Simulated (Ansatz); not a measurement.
CH2NOP (`O=C=NP`). The species carries charge 0 and has multiplicity 1. Geometry: relaxed with PBE0-D4/def2-TZVP. It is one conformer, not always the lowest.

```xyz
6

O     1.518    0.695    2.137
C     0.860    0.462    1.204
N     0.179    0.317    0.229
P    -0.567   -0.871   -0.734
H    -0.153   -0.363   -1.996
H    -1.837   -0.240   -0.841
```

Question: What is the dipole moment at r2SCAN/def2-TZVPP? (Estimate.)

Answer: Ansatz gave: 2.10 D, with components (-1.18, -0.48, -1.67) D in this frame, pointing from negative to positive charge.

Question: And with PBE, B3LYP, ωB97M-V? (Estimate.)

Answer: Computed: PBE 2.07 D, B3LYP 2.20 D, ωB97M-V 2.15 D.

Question: Give the Mulliken charges with r2SCAN, ωB97M-V, B3LYP in def2-TZVPP. (Best estimate.)

Answer: Computed: 
```csv
atom,r2SCAN,ωB97M-V,B3LYP
O1,-0.23,-0.24,-0.21
C2,0.30,0.30,0.23
N3,-0.27,-0.27,-0.23
P4,0.16,0.07,0.14
H5,0.02,0.07,0.04
H6,0.02,0.07,0.04
```

B3LYP here is the variant with VWN-RPA as its local correlation; programs differ in this.
